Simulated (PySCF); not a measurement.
thiophene (C4H4S), SMILES c1ccsc1.

Coordinates come from a PBE0-D3(BJ)/def2-SVP optimisation.

Level of theory: TDA-ωB97X/def2-SVPD run with PySCF 2.14.0.

Vertical excitations. The molecule is in vacuum. State labels are in the subgroup C2v.

Computed UV-visible absorptions:
| state | symmetry | energy (eV) | λ (nm) | f | main pairs |
|---|---|---|---|---|---|
| S1 | A1 | 6.17 | 201 | 0.110 | HOMO−1→LUMO 79 %, HOMO→LUMO+4 17 % |
| S2 | B2 | 6.25 | 198 | 0.115 | HOMO→LUMO 90 % |
| S3 | A2 | 6.67 | 186 | 0.000 | HOMO−1→LUMO+1 69 %, HOMO−1→LUMO+9 18 % |
| S4 | B1 | 6.78 | 183 | 0.005 | HOMO→LUMO+1 74 %, HOMO→LUMO+9 17 % |
| S5 | A2 | 7.32 | 169 | 0.000 | HOMO→LUMO+3 46 %, HOMO→LUMO+2 46 % |
| S6 | B1 | 7.64 | 162 | 0.002 | HOMO−1→LUMO+2 69 %, HOMO−1→LUMO+3 21 % |
| S7 | B1 | 7.98 | 155 | 0.006 | HOMO−2→LUMO 74 % |
| S8 | A2 | 7.99 | 155 | 0.000 | HOMO→LUMO+2 43 %, HOMO→LUMO+3 27 %, HOMO→LUMO+11 18 % |
| S9 | B2 | 8.16 | 152 | 0.156 | HOMO−1→LUMO+4 84 % |
| S10 | A1 | 8.21 | 151 | 0.550 | HOMO→LUMO+4 67 %, HOMO−1→LUMO+5 12 %, HOMO−1→LUMO 11 % |
| T1 | B2 | 3.86 | 321 | 0 | HOMO→LUMO 94 % |
| T2 | A1 | 4.69 | 264 | 0 | HOMO−1→LUMO 93 % |
| T3 | A1 | 6.02 | 206 | 0 | HOMO→LUMO+4 82 % |
| T4 | A2 | 6.36 | 195 | 0 | HOMO−1→LUMO+1 62 %, HOMO−1→LUMO+9 21 %, HOMO−1→LUMO+6 11 % |
Triplets are in the Tamm–Dancoff approximation.
